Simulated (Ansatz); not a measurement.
1T (CdI2-type) PbI₂: LDA at its full settings (plane-wave cutoff 520 eV, 12×12×6 k mesh (along the axes of the cell as run), Fermi–Dirac smearing 0.01 eV, scalar-relativistic PAW data made under PBE) and at cheaper ones, in a cell of 3 atoms with Γ-centred meshes.

| level and setting | equilibrium lattice constant a (Å) | c axis length (Å) | bulk modulus B0 (GPa) |
|---|---|---|---|
| LDA (Ansatz) | 4.469 | 6.787 | 16.6 |
| LDA (2×2×2 k mesh) (Ansatz) | 4.764 | 6.432 | 10.7 |
| LDA (4×4×4 k mesh) (Ansatz) | 4.472 | 6.768 | 16.9 |

Largest shifts from the full settings: lattice constant a +6.60 % (LDA (2×2×2 k mesh)), against a difference of -1.95 % of the full result from the reference 4.558 Å (measured, temperature not stated, not corrected to a static lattice; as tabulated in Palosz (1990), doi:10.1088/0953-8984/2/24/001); lattice parameter c -5.23 % (LDA (2×2×2 k mesh)), against a difference of -2.85 % of the full result from the reference 6.986 ± 0.003 Å (measured, temperature not stated, no zero-point or thermal correction; as tabulated in Palosz (1990), doi:10.1088/0953-8984/2/24/001); bulk modulus -36 % (LDA (2×2×2 k mesh)).

The full settings aren't shown to be converged themselves.

Caveats: LDA has no dispersion term either, though it tends to give short spacings of layers, chains or molecules (LDA, LDA (2×2×2 k mesh), LDA (4×4×4 k mesh)). Ansatz's density-functional and Hartree–Fock values are scalar-relativistic unless marked +SOC, with PAW data made under PBE.

Run with cheap settings on purpose, which may leave them unconverged: LDA (2×2×2 k mesh), LDA (4×4×4 k mesh).

Ansatz is an electronic-structure program.
